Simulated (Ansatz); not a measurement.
```yaml
crystal:
  periodic: [false, false, false]
  atoms:
    - {symbol: B, position_ang: [-0.807153, 0.000877, 0.003361]}
    - {symbol: B, position_ang: [0.807153, -0.000877, -0.003361]}
    - {symbol: H, position_ang: [-1.446397, 0.699615, -0.691192]}
    - {symbol: H, position_ang: [-1.442105, -0.696478, 0.703218]}
    - {symbol: H, position_ang: [1.447916, 0.695641, 0.692025]}
    - {symbol: H, position_ang: [1.440587, -0.698778, -0.704051]}
basis:
  gaussian: {orbitals: def2-TZVP}
hamiltonian: {xc: pbe0}
relax: {f_tol: 0.004, max_steps: 80}
```

```sh
$ ansatz run in.yaml --threads 1 --pin off --events-out ev --progress --plain --max-ram 2176MiB
```

Steps of the relaxation (energy above the last step; positions in Å, forces in eV/Å):

```
6
step 1, 37.4 meV
B    -0.807    0.001    0.003    0.332    0.000   -0.001
B     0.807   -0.001   -0.003   -0.332    0.000    0.001
H    -1.446    0.700   -0.691   -0.296    0.417   -0.415
H    -1.442   -0.696    0.703   -0.293   -0.417    0.418
H     1.448    0.696    0.692    0.296    0.416    0.416
H     1.441   -0.699   -0.704    0.292   -0.417   -0.418
```

```
6
step 2, 3.3 meV
B    -0.811    0.001    0.003    0.061    0.000    0.000
B     0.811   -0.001   -0.003   -0.061    0.000    0.000
H    -1.451    0.715   -0.706   -0.084    0.119   -0.118
H    -1.446   -0.712    0.718   -0.084   -0.118    0.119
H     1.452    0.711    0.707    0.085    0.118    0.118
H     1.445   -0.714   -0.719    0.083   -0.118   -0.119
```

```
6
step 3, 0.0 meV
B    -0.814    0.001    0.003   -0.001    0.000    0.000
B     0.814   -0.001   -0.003    0.001    0.000    0.000
H    -1.454    0.721   -0.713   -0.004    0.002   -0.002
H    -1.449   -0.718    0.725   -0.004   -0.002    0.002
H     1.455    0.717    0.713    0.004    0.002    0.002
H     1.448   -0.720   -0.726    0.004   -0.002   -0.002
```

Close pairs at the end: B2–H6 1.200 Å, B1–H4 1.200 Å, B1–H3 1.200 Å, B2–H5 1.200 Å, B1–B2 1.627 Å.

A stationary point of restricted PBE0 after 3 steps (its stability towards spin polarisation wasn't tested); no frequencies were run, so it isn't proven a minimum. 5.5 s on 1 thread of Intel Xeon Platinum 8259CL, shared host.
